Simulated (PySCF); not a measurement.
The dipole of `C/C=C/CCl` from its density and from atomic charges.

Coordinates (PBE0-D3(BJ)/def2-SVP, Å) and charges (e) from the PBE0/pcSseg-1 density (PySCF):

```
atom       x       y       z  Mulliken      IAO  Hirshfeld  ESP-fitted
  C1  -1.647   0.239  -0.298   -0.2337  -0.4157    -0.1104     -0.4796
  C2  -0.220  -0.186  -0.364   -0.2094  -0.1182    -0.0299     -0.0103
  C3   0.809   0.475   0.174   -0.1502  -0.1614    -0.0621     -0.1702
  C4   2.219   0.015   0.099   -0.1774  -0.2319    -0.0325     -0.3564
 Cl5   3.244   1.179  -0.822   -0.1703  -0.1278    -0.0981     -0.1390
  H6  -2.267  -0.525   0.201   +0.1318  +0.1513    +0.0481     +0.1438
  H7  -1.765   1.187   0.248   +0.1203  +0.1452    +0.0477     +0.1393
  H8  -2.066   0.370  -1.309   +0.1344  +0.1533    +0.0497     +0.1628
  H9  -0.012  -1.121  -0.902   +0.1087  +0.1364    +0.0452     +0.1334
 H10   0.634   1.418   0.706   +0.1160  +0.1426    +0.0428     +0.1846
 H11   2.680  -0.062   1.094   +0.1716  +0.1664    +0.0501     +0.2018
 H12   2.302  -0.958  -0.406   +0.1583  +0.1597    +0.0497     +0.1900
```

**Question.** What dipole does each set of charges give (1 e·Å = 4.803 D), and what does the density give?

**Answer.** The full density gives (-1.92, -1.37, 0.92) D, 2.53 D in size; dipole vectors point from the negative to the positive end.

```
    scheme     μx     μy    μz  size (D)  share of the full size (%)  angle to the full dipole (°)
  Mulliken  -2.54  -1.38  1.10      3.10                         122                             6
       IAO  -1.74  -1.31  0.87      2.35                          93                             1
 Hirshfeld  -1.31  -0.76  0.44      1.57                          62                             7
ESP-fitted  -1.93  -1.42  0.96      2.58                         102                             1
```

**Question.** Which set comes closest?

**Answer.** Length of the difference vector: ESP-fitted 0.06 D, IAO 0.20 D, Mulliken 0.65 D, Hirshfeld 0.99 D. Closest: ESP-fitted. ESP charges are fitted to the potential around the molecule, whose slowest-falling term is the dipole's. 

**Question.** What is left for the Hirshfeld atoms' own dipoles?

**Answer.** The Hirshfeld atoms' densities add up to the full density, so μ = Σ q r + Σ (atomic dipoles). The atomic dipoles sum to (-1.92, -1.37, 0.92) − (-1.31, -0.76, 0.44) = (-0.61, -0.61, 0.48) D, 0.99 D in size.

**Question.** With the origin at the mean of the coordinates, (0.326, 0.169, -0.132) Å, which are the largest single terms, by size, of the Mulliken dipole along the direction of the full one?

**Answer.** Cl5 +2.46, C1 -1.57, H6 +1.56, C4 +1.08, H11 -1.00 D; all 12 atoms together +3.08 D. The single terms depend on the origin, their sum doesn't.

**Question.** Give the size of the full dipole in other units.

**Answer.** 2.53 D = 0.997 au = 0.527 e·Å = 8.45 × 10⁻³⁰ C·m.

One conformer (not necessarily the lowest) at the PBE0-D3(BJ)/def2-SVP geometry, without solvent, vibrations or thermal averaging.

These values come from a run that also computed NMR shieldings. On Arm Neoverse V2, one thread, no GPU (shared host), this took 7.7 s.

The values belong to the conformer `[CH3:1]/[CH:2]=[CH:3]/[CH2:4][Cl:5]`: C2–C3–C4–Cl5 117°.
